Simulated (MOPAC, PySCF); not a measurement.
Molecule: C5H4N (charge 0, doublet). SMILES: [c]1cccnc1
Coordinates optimised at B3LYP-D3(BJ)/def2-TZVP (Ansatz):
```
C
H 1 1.0828
C 1 1.3911 2 120.66
N 3 1.3313 1 123.94 2 -180.00
C 4 1.3420 3 118.57 1 0.00
C 5 1.3736 4 119.38 3 0.00
C 6 1.3690 5 123.95 4 0.00
H 5 1.0828 4 117.21 3 -180.00
H 7 1.0831 6 122.66 5 180.00
H 3 1.0846 4 115.91 5 -180.00
```
Charge 0, spin multiplicity 2.

Unscaled harmonic wavenumbers (cm⁻¹) in rising order, each level at the stationary point that it reaches from this structure (no distance between atoms moves by over 0.3 Å); the order of modes can differ between levels, and a negative number is imaginary. B3LYP-D3(BJ)/def2-TZVP (PySCF, at the structure above): 390, 424, 582, 664, 691, 787, 924, 946, 992, 994, 1051, 1067, 1111, 1205, 1263, 1331, 1441, 1472, 1544, 1614, 3155, 3171, 3176, 3188.

PM3 (MOPAC): 351, 389, 601, 605, 621, 772, 864, 885, 960, 961, 1001, 1049, 1107, 1132, 1196, 1226, 1446, 1515, 1621, 1766, 3033, 3051, 3078, 3093. Zero-point energy 46.2 against 47.4 kcal/mol; where all levels lie over 400 cm⁻¹, the wavenumbers are on average 0.973 times those of B3LYP-D3(BJ)/def2-TZVP.

PM7 (MOPAC): 355, 405, 597, 615, 626, 833, 939, 944, 962, 1021, 1126, 1143, 1186, 1233, 1268, 1318, 1472, 1526, 1600, 1781, 2733, 2747, 2756, 2768. Zero-point energy 45.7 against 47.4 kcal/mol; where all levels lie over 400 cm⁻¹, the wavenumbers are on average 0.992 times those of B3LYP-D3(BJ)/def2-TZVP.
